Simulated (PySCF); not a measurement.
# trans-2-methoxy-2-butene, C5H10O

Geometry (Å), atoms numbered from 1 in this order:
```xyz
16

C    -2.3218   -0.2092    0.6285
C    -0.8393   -0.2968    0.4584
C    -0.0906    0.5886   -0.2240
C    -0.6160    1.8077   -0.9235
O     1.2530    0.4957   -0.3860
C     1.9216   -0.5850    0.1914
H    -2.8377   -1.0515    0.1350
H    -2.6090   -0.2505    1.6929
H    -2.7410    0.7169    0.2106
H    -0.3513   -1.1570    0.9232
H     0.2301    2.4196   -1.2615
H    -1.2447    2.4197   -0.2606
H    -1.2201    1.5415   -1.8048
H     2.9866   -0.4674   -0.0483
H     1.5655   -1.5504   -0.2123
H     1.7990   -0.6022    1.2897
```

Method: PySCF, quadratic response CAM-B3LYP/def2-TZVPD first hyperpolarisability, Taylor convention, gas phase. Geometry: PBE0-D3(BJ)/def2-SVP.

(1) Give β for the processes computed.

(2) Which lowest excitations, dipole and polarisabilities go with it?

Answers

(1) In au, Taylor convention; the vector part is βᵢ = ⅓ Σⱼ (βᵢⱼⱼ + βⱼᵢⱼ + βⱼⱼᵢ); β∥ is 3/5 of the vector part along the dipole, the dipole points from − to +:
```tsv
process	λ (nm)	β vector norm	β∥	β HRS	depolarisation ratio
static β(0;0,0)	∞	130.7	-57.6	58.6	3.98
second harmonic β(−2ω;ω,ω)	1907	136.4	-60.1	61.3	3.94
Pockels β(−ω;ω,0)	1907	132.6	-58.4	–	–
second harmonic β(−2ω;ω,ω)	1064	150.4	-66.5	68.1	3.83
Pockels β(−ω;ω,0)	1064	136.8	-60.3	–	–
```

(2) S1 5.54 eV (f = 0.007); S2 6.09 eV (f = 0.007); S3 6.29 eV (f = 0.008); dipole 0.58 D; isotropic α 69.6 au static, 69.8 au at 1907 nm, 70.2 au at 1064 nm, 70.4 au at 953.5 nm, 72.2 au at 532 nm.
